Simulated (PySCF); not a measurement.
Molecule: SMILES C(=C)([S-])C#N, [C$_{3}$H$_{2}$NS]-.

Geometry (Å), atoms numbered from 1 in this order:
```xyz
7

C    -1.0632   -0.2678    0.0456
C     0.1187    0.3870    0.0502
S     0.3751    2.0679    0.3139
C     1.3264   -0.3014   -0.1741
N     2.3499   -0.8047   -0.3502
H    -1.9882    0.2570    0.2169
H    -1.1153   -1.3331   -0.1294
```

Total charge -1.

Frames of a GFN2-xTB Langevin trajectory at 300 K; GIAO PBE0/pcSseg-1 shieldings in PySCF, gas phase, non-relativistic; equivalent atoms averaged within each frame.

References, each an isolated molecule treated in the same way: ¹³C (σref 186.93) and ¹H (σref 31.72) against TMS; CS2 for ³³S (σref 503.73); ¹⁵N (σref 267.73) vs NH3. The references are static minima.

How do the shifts (ppm) fluctuate along the trajectory?

## Answers


```
         time (fs)     C2     C4     C1   S3     N5    H7    H6
optimised geometry  152.0  126.4  109.2  147  284.1  4.89  5.11
               250  155.0  137.5  105.9  191  316.3  4.59  4.38
               425  147.0  127.3  113.0  119  286.7  5.52  5.69
               625  144.7  123.2  101.9  102  278.1  4.86  4.89
               800  150.4  129.4  109.4  133  288.4  5.15  4.72
              1000  154.2  132.6  110.6  103  284.7  4.39  5.13
    mean of frames  150.2  130.0  108.2  130  290.8  4.90  4.96
standard deviation    4.5    5.4    4.3   37   14.8  0.45  0.49
```

5 frames give an uncertainty of the mean of about the standard deviation over 2.2 at best, since frames this close in time may not be independent; classical motion lacks zero-point vibration, and the reference would need the same averaging.
